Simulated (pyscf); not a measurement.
Elementary routes open to H₂N–NH–GaH₂ in the gas phase (singlet surface):
A. H₂N–GaH–NH₂ (N–N, Ga–H broken; Ga–N, H–N formed)
B. H₂N–NH₂ + GaH [singlet] (Ga–N, Ga–H broken; H–N formed)

Optimised with ωB97X-D3(BJ)/def2-SVP in PySCF. Correlated levels are frozen-core, on RHF or UHF. ΔMP2 is the change of the MP2 total energy from the triple- to the quadruple-zeta basis.

Question: Rank the routes by free-energy barrier at 600 K, lowest first, for CCSD(T)/def2-TZVPP + ΔMP2(QZVPP) energies (ideal gas, 1 atm, RRHO with modes under 100 cm⁻¹ raised to 100, one conformer, R ln 2 for chiral ones without a mode under 150 cm⁻¹).

Answer: B (205.4 kJ/mol), A (258.0 kJ/mol)

Route B is the fastest of these, ahead of the next by 52.7 kJ/mol. The most stable products are those of A (ΔG = -230.7 kJ/mol), whose barrier is 52.7 kJ/mol higher: the kinetic and the thermodynamic product differ. At 1200 K B is still the fastest. A: On the reactant side the descent ends in a point that may be a rotor saddle (no frequency run), 17.8 kJ/mol over the lowest minimum found and 326.9 kJ/mol under the saddle at ωB97X-D3(BJ)/def2-TZVP. B: On the reactant side the descent ends in a point that may be a rotor saddle (no frequency run), 17.8 kJ/mol over the lowest minimum found and 221.3 kJ/mol under the saddle at ωB97X-D3(BJ)/def2-TZVP. On the product side the descent ends in an adduct with a Ga–N contact, 58.9 kJ/mol under the separated species and 168.0 kJ/mol under the saddle at ωB97X-D3(BJ)/def2-TZVP. Only these routes are compared; each barrier is that of the saddle found, and lower ones may exist. One closed-shell reference is unstable to symmetry breaking; treat the single-reference values with care. The CCSD(T) − MP2 part came from Ansatz, without density fitting, on the same reference. The largest closed-shell T1 diagnostic is 0.066, which may signal static correlation. The frozen core leaves the outer d or s,p core shells of the metals and heavy elements correlated in the MP2 and CC values, and def2-TZVPP describes them poorly, which can shift differences by a few kcal/mol. Elements up to Kr have no core potential and no relativistic terms here.
